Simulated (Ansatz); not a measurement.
```yaml
crystal:
  periodic: [false, false, false]
  atoms:
    - {symbol: C, position_ang: [0.160684, -0.924254, 1.415618]}
    - {symbol: C, position_ang: [0.568136, -0.147009, 0.207935]}
    - {symbol: C, position_ang: [1.745975, -0.685519, -0.446876]}
    - {symbol: C, position_ang: [-0.651746, 0.328615, -0.503017]}
    - {symbol: C, position_ang: [-1.460211, 1.018355, 0.128623]}
    - {symbol: S, position_ang: [0.057584, 1.414387, -1.961882]}
    - {symbol: H, position_ang: [-0.570514, -0.585692, 2.096421]}
    - {symbol: H, position_ang: [-0.292641, -1.880437, 1.096203]}
    - {symbol: H, position_ang: [1.093616, -1.192543, 2.115397]}
    - {symbol: H, position_ang: [1.138889, 0.866680, 0.724653]}
    - {symbol: H, position_ang: [1.356217, -1.657358, -0.955527]}
    - {symbol: H, position_ang: [2.612222, -0.987627, 0.157056]}
    - {symbol: H, position_ang: [2.263028, -0.176881, -1.388532]}
    - {symbol: H, position_ang: [-0.726646, -0.626503, -1.020630]}
    - {symbol: H, position_ang: [-2.020686, 0.436408, 0.728335]}
    - {symbol: H, position_ang: [-2.500465, 1.382608, -0.423538]}
    - {symbol: H, position_ang: [-1.313190, 1.831037, 0.640110]}
    - {symbol: H, position_ang: [-1.145986, 1.801095, -2.384925]}
basis:
  gaussian: {orbitals: cc-pVTZ-DK}
hamiltonian: {xc: {name: B2GP-PLYP}}
output: {forces: true}
```

```sh
$ ansatz run in.yaml --threads 2 --pin off --events-out ev --progress --plain --max-ram 32768MiB --backend cuda --devices 0, --max-vram 18GiB
```

Output, abridged:

```
Functional definition: B2GP-PLYP
  name "B2GP-PLYP"
  cite "Karton, Tarnopolsky, Lamère, Schatz & Martin, J. Phys. Chem. A 112, 12868 (2008) doi:10.1021/jp801805p"
  cite "Becke, Phys. Rev. A 38, 3098 (1988) doi:10.1103/PhysRevA.38.3098"
  cite "Lee, Yang & Parr, Phys. Rev. B 37, 785 (1988) doi:10.1103/PhysRevB.37.785"
  parameter a = 0.65
  parameter c = 0.36
  exchange = (1 - a)*b88_x + a*exact_x
  correlation = (1 - c)*lyp_c + c*(mp2_os + mp2_ss)
1961 factors; integrals over basis functions are off by at most 1.0e-3 eV
mean field evaluation 1: about -16214.4756 eV, gradient 5.7e1 eV
mean field evaluation 2: about -16214.7357 eV, gradient 5.7e1 eV
mean field evaluation 4: about -16222.4437 eV, gradient 6.9e0 eV
mean field evaluation 8: about -16222.5700 eV, gradient 3.4e-1 eV
mean field evaluation 16: about -16222.5703 eV, gradient 2.9e-4 eV
mean field -16222.57034913 eV, -596.1684642774 hartree, gradient 3.3e-6 eV, S^2 0.000000; 0 other end points of the search recorded, 0 dependent functions left out
10 core orbitals not correlated: weight in the atoms' cores, before any rotation towards them, 1.000 or more for the frozen orbitals, at most 0.000 for the correlated occupied ones
reference -16222.57049526 eV, -596.1684696476 hartree; 19, 19 occupied and 323, 323 virtual orbitals, 1961 factors
second order -34.14079030 eV of doubles, -0.00000000 eV of singles
the calculation of the forces begins
Total energy: -16234.86117977 eV, -596.6201439724 hartree
Relativity: scalar
Atom 0 at     0.160684    -0.924254     1.415618 Å, force     2.295324    -3.206052     1.496957 eV/Å
Atom 1 at     0.568136    -0.147009     0.207935 Å, force     2.909697     6.250722     5.073728 eV/Å
Atom 2 at     1.745975    -0.685519    -0.446876 Å, force     1.464557    -3.232794    -5.017505 eV/Å
Atom 3 at    -0.651746     0.328615    -0.503017 Å, force    12.502737    -6.718311   -10.319198 eV/Å
Atom 4 at    -1.460211     1.018355     0.128623 Å, force   -14.432095     5.030335     2.213254 eV/Å
Atom 5 at     0.057584     1.414387    -1.961882 Å, force     0.077279    -0.355610     0.237512 eV/Å
Atom 6 at    -0.570514    -0.585692     2.096421 Å, force    -0.678918     1.339840     0.379970 eV/Å
Atom 7 at    -0.292641    -1.880437     1.096203 Å, force     0.481606    -0.054978     0.010477 eV/Å
Atom 8 at     1.093616    -1.192543     2.115397 Å, force    -1.981176     0.484538    -1.764832 eV/Å
Atom 9 at     1.138889     0.866680     0.724653 Å, force    -1.917357    -1.900959    -1.062464 eV/Å
Atom 10 at     1.356217    -1.657358    -0.955527 Å, force     0.994151     0.932849     0.655543 eV/Å
Atom 11 at     2.612222    -0.987627     0.157056 Å, force    -0.797749     0.243806     0.361039 eV/Å
Atom 12 at     2.263028    -0.176881    -1.388532 Å, force    -1.626005    -0.297519     2.196107 eV/Å
Atom 13 at    -0.726646    -0.626503    -1.020630 Å, force    -2.351547     0.105788    -0.296623 eV/Å
Atom 14 at    -2.020686     0.436408     0.728335 Å, force    -1.684038    -2.311310     3.008924 eV/Å
Atom 15 at    -2.500465     1.382608    -0.423538 Å, force     2.581515    -0.723118     0.227763 eV/Å
Atom 16 at    -1.313190     1.831037     0.640110 Å, force     2.289274     4.402134     2.634993 eV/Å
Atom 17 at    -1.145986     1.801095    -2.384925 Å, force    -0.127255     0.010638    -0.035643 eV/Å
Dipole moment:    -0.262348    -0.192765     0.328634 e Å
```

Hardware: 2 threads of an AMD EPYC 7R13 on a shared host and a share of an NVIDIA H100 80 GB. Wall time 12 s, peak host memory 1.9 GiB.
